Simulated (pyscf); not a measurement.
Structures and frequencies: ωB97X-D3(BJ)/def2-SVP in PySCF.

SMILES: [NH2][Ta]([NH2])([NH2])([NH2])[OH]
```xyz
15

N     -0.7144    -1.1140    -2.3520
Ta    -0.7031    -0.0612    -0.6418
N     -0.7649    -0.8334     1.2115
N      1.2609    -0.5424    -0.5721
N     -0.4020     1.9064    -0.7944
O     -2.6045     0.2143    -0.6845
H     -0.0298    -1.8052    -2.6391
H     -1.4195    -0.9904    -3.0735
H     -1.4936    -0.6042     1.8818
H     -0.0818    -1.4564     1.6285
H      1.8463    -0.7507    -1.3773
H      1.8227    -0.6221     0.2720
H      0.5044     2.3608    -0.8143
H     -1.1575     2.5819    -0.8585
H     -3.5439     0.0359    -0.6736
```

Q: How much does it cost (ΔH, 298 K, ωB97M-D3(BJ)/def2-TZVP) to split H₂N–Ta(NH₂)(NH₂)(NH₂)–OH at its O–Ta bond into [H₂N–Ta(NH₂)(NH₂)–NH₂]• + OH•?

A: O–Ta to [H₂N–Ta(NH₂)(NH₂)–NH₂]• + OH•: 446.3 kJ/mol. The 7 functionals that were run give +437.6 (PBE0-D3(BJ)) to +456.0 kJ/mol (r²SCAN). The radicals are drawn with the spin at the cut bond; how far it spreads was not checked. Other isomers of [H₂N–Ta(NH₂)(NH₂)–NH₂]• were not searched in full and may lie lower. Left out: the spin-orbit lowering of OH. Open-shell species with a d-block atom are single-reference here; other states, and whether the spin sits on metal or ligand, were not checked. Elements past Kr carry the def2 core potentials, without spin-orbit coupling.
